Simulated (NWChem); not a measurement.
Species: dichloromethane (CH$_{2}$Cl$_{2}$); SMILES ClCCl

All runs: NWChem. Geometry: optimised at PBE0/def2-SVP.

Q: Estimate the computed values for BLYP/def2-TZVPD. Quantities: highest occupied level (eV); orbital gap (eV); dipole (D).

A: 
| Property | Result |
|---|---|
| highest occupied level (eV) | -7.21 |
| orbital gap (eV) | 5.80 |
| dipole (D) | 1.56 |
